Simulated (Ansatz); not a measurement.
Diamond-structure Si was calculated with LC-ωPBE (Ansatz, a first-principles code, PAW).

Settings: plane-wave cutoff 460 eV, 8×8×8 k mesh, Fermi–Dirac smearing 0.01 eV, scalar-relativistic PAW data made under PBE.

Response to compression and expansion:

```
V (Å³/atom)  P (GPa)  direct gap at Γ (eV)  smallest gap on the k mesh (eV)
-----------  -------  --------------------  -------------------------------
18.471          7.44                 7.766                            5.172
18.958          3.93                 7.760                            5.216
19.444          0.81                 7.752                            5.257
19.930         -1.95                 7.742                            5.294
20.155         -3.12                 7.737                            5.310
20.416         -4.40                 7.731                            5.327
```

The fundamental gap (5.27 eV at the equilibrium volume, on the SCF mesh) lies elsewhere than Γ–Γ.
